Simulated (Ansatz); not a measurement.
# CH₂O₂+ (doublet): energies up the ladder

Aim: energies up the ladder, for CH₂O₂+ (doublet), with the cost of each level. Charge +1. Spin multiplicity 2.

Method: the levels named in each step, in Ansatz 0.2.0.

### 1 Starting point

Bond lengths: O1–C2 1.193 Å, C2–O3 1.322 Å, C2–H4 1.101 Å, O3–H5 0.973 Å. Angles: O1–C2–O3 125.6°, O1–C2–H4 124.9°, O3–C2–H4 109.5°, C2–O3–H5 110.9°.

As a file:

```xyz
5

O    -0.6034    0.9618    0.0130
C    -0.3610   -0.2060   -0.0012
O     0.8482   -0.7407   -0.0113
H    -1.1171   -1.0057   -0.0080
H     1.5328   -0.0496   -0.0057
```

### 2 A rough first relaxation, PBE-D4/def2-SVP

input.yaml

```yaml
crystal:
  periodic: [false, false, false]
  atoms:
    - { symbol: O, position_ang: [-0.6034, 0.96176, 0.01304] }
    - { symbol: C, position_ang: [-0.36104, -0.20597, -0.0012] }
    - { symbol: O, position_ang: [0.84825, -0.74066, -0.01128] }
    - { symbol: H, position_ang: [-1.11708, -1.00572, -0.00795] }
    - { symbol: H, position_ang: [1.53279, -0.04957, -0.00573] }
magnetization:
  spin_polarized: true
  initial_magnetization: 1
total_charge: 1
basis:
  gaussian: { orbitals: def2-SVP }
hamiltonian:
  xc: pbe
  dispersion: d4
relax:
  f_tol: 0.03
  max_steps: 200
```

Started as:

```
ansatz run input.yaml --threads 2 --pin off --max-ram 5120MiB --backend cpu --events-out ev --progress --plain --runs-dir out
```

The runs that follow: Relaxation, PBE0-D4/def2-TZVPP; Frequencies, PBE0-D4/def2-TZVPP; Single point, PBE-D4/def2-TZVPP; Single point, r2SCAN-D4/def2-TZVPP; Single point, B3LYP-D4/def2-TZVPP; Single point, wB97M-V/def2-TZVPP; Single point, B2PLYP/def2-TZVPP; Single point, LDA/def2-TZVPP; Single point, PBE0-D4/def2-SVP; Single point, PBE-D4/def2-SVP; Single point, CCSD(T)/def2-TZVPP; Single point, CCSD(T)/def2-QZVPP.

**Question.** What will these runs give? Wanted: O1–C2 at PBE0-D4/def2-TZVPP; C2–O3 at PBE0-D4/def2-TZVPP; frequencies at PBE0-D4/def2-TZVPP; energy at CCSD(T)/CBS.

**Answer**, as computed:

| quantity | value |
| --- | --- |
| O1–C2 at PBE0-D4/def2-TZVPP | 1.248 Å |
| C2–O3 at PBE0-D4/def2-TZVPP | 1.264 Å |
| frequencies at PBE0-D4/def2-TZVPP | 483 to 3647 cm⁻¹ |
| energy at CCSD(T)/CBS | -5147.827 eV |

What this shows: No mode is imaginary, so the geometry is a minimum. These totals serve in differences with atoms or fragments at the same level; alone they don't rank the methods.
